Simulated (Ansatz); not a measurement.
C6H6 (`C#CC1C=C1C`), relaxed with RKS PBE-D4/def2-SVP in Ansatz from a rough embedded geometry. The force threshold is 0.03 eV/Å; the program also tests the step.

Charge 0, multiplicity 1.

Start:

```xyz
12

C     2.471    0.733    1.146
C     1.654    0.526    0.375
C     0.673    0.293   -0.602
C    -0.562    1.091   -0.888
C    -0.716   -0.056   -0.363
C    -1.535   -1.138    0.176
H     3.219    0.882    1.933
H     1.009   -0.191   -1.547
H    -0.915    2.087   -1.159
H    -1.433   -2.013   -0.442
H    -1.248   -1.355    1.202
H    -2.617   -0.860    0.168
```

```csv
step,energy (eV),largest force (eV/Å),largest move (Å)
1,-6302.0279,10.760,0.000
2,-6302.7243,0.992,0.082
3,-6302.7792,0.654,0.053
4 (rejected),-6302.7456,0.778,0.109
5,-6302.7919,0.096,0.046
6,-6302.7924,0.058,0.003
7,-6302.7928,0.032,0.011
8,-6302.7930,0.021,0.009
```

End:

```xyz
12

C     2.476    0.728    1.217
C     1.658    0.525    0.327
C     0.694    0.276   -0.728
C    -0.556    1.129   -0.873
C    -0.754   -0.069   -0.390
C    -1.581   -1.141    0.191
H     3.196    0.914    2.001
H     1.147   -0.172   -1.639
H    -0.915    2.122   -1.162
H    -1.513   -2.066   -0.421
H    -1.206   -1.404    1.203
H    -2.644   -0.843    0.272
```

Hardware: 4 threads of an Arm Neoverse V1 on a shared host. Wall time 9 s, peak host memory 0.15 GiB.
